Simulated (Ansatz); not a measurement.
Results of PBEsol (plane waves, PAW; Ansatz, an electronic-structure program) for solid bromine.

Numerical settings: plane-wave cutoff 520 eV, 6×6×4 k mesh (along the axes of the cell as run), Fermi–Dirac smearing 0.01 eV, scalar-relativistic PAW data made under PBE.

Starting structure:

```xyz
4
Lattice="3.3350 -2.2400 0.0000 3.3350 2.2400 0.0000 0.0000 0.0000 8.7200" Properties=species:S:1:pos:R:3 pbc="T T T"
Br     3.3350     1.6173     7.7521
Br     3.3350     0.6227     3.3921
Br     3.3350    -0.6227     5.3279
Br     3.3350    -1.6173     0.9679
```

Question: Into what structure does the relaxation of cell and atoms lead at this level, with the symmetry of the start kept?

Answer: The volume drops by 5.1 %; final space group Cmce.
```xyz
4
Lattice="3.6021 -2.0103 0.0000 3.6021 2.0103 0.0000 0.0000 0.0000 8.5407" Properties=species:S:1:pos:R:3 pbc="T T T"
Br     3.6021     1.3923     7.5152
Br     3.6021     0.6180     3.2449
Br     3.6021    -0.6180     5.2959
Br     3.6021    -1.3923     1.0255
```

Note: the cell comes from a level without a dispersion term, which matters for the spacing of layers, chains or molecules.
